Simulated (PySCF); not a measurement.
**Fractional electron number in Al (aluminium, neutral)**

The 3p alpha orbital of [Ne] 3s2 3p1 is emptied in steps (occupation f), with all orbitals relaxed, ending at [Ne] 3s2. Calculation: PySCF 2.14, in aug-pcseg-2 (6s5p3d2f, 50 functions); no relativity, point nucleus. The exact energy is a straight line in f; departures are measured from the line between the end points of the same method.

| f | UHF (eV) | LDA (eV) | PBE (eV) | PBE0 (eV) | r2SCAN (eV) | BHandHLYP (eV) | wB97X (eV) | M06-2X (eV) | r2SCAN0 (eV) |
| --- | --- | --- | --- | --- | --- | --- | --- | --- | --- |
| 1 | 0.000 | 0.000 | 0.000 | 0.000 | 0.000 | 0.000 | 0.000 | 0.000 | 0.000 |
| 0.75 | 0.055 | -0.575 | -0.564 | -0.411 | -0.529 | -0.270 | -0.032 | -0.282 | -0.387 |
| 0.5 | 0.071 | -0.775 | -0.756 | -0.546 | -0.700 | -0.360 | -0.041 | -0.381 | -0.509 |
| 0.25 | 0.052 | -0.585 | -0.566 | -0.406 | -0.517 | -0.269 | -0.030 | -0.289 | -0.374 |
| 0 | 0.000 | 0.000 | 0.000 | 0.000 | 0.000 | 0.000 | 0.000 | 0.000 | 0.000 |

Q: For PBE, how does the orbital energy at f = 1 compare with the removal energy?

A: −ε = 3.090 eV against a total-energy difference of 6.069 eV. By Janak's theorem ε = ∂E/∂f, so the gap between them reflects the curvature. Along the path −ε is 4.547 (f = 0.75), 6.063 (f = 0.5), 7.591 (f = 0.25) eV.

```
   method  E(f=0) − E(f=1) (eV)  −ε at f=1 (eV)  −ε at f=0.5 (eV)
      UHF                 5.571           5.873             5.563
      LDA                 6.032           3.013             6.003
      PBE                 6.069           3.090             6.063
     PBE0                 6.085           3.899             6.096
   r2SCAN                 6.164           3.339             6.194
BHandHLYP                 5.890           4.454             5.892
    wB97X                 5.937           5.758             5.944
   M06-2X                 5.781           4.301             5.768
  r2SCAN0                 6.153           4.075             6.187
```

Reference removal energy between the ground levels: 5.986 eV (measured; NIST Atomic Spectra Database, ionization energies). The calculation has no spin-orbit coupling. UHF lacks correlation.
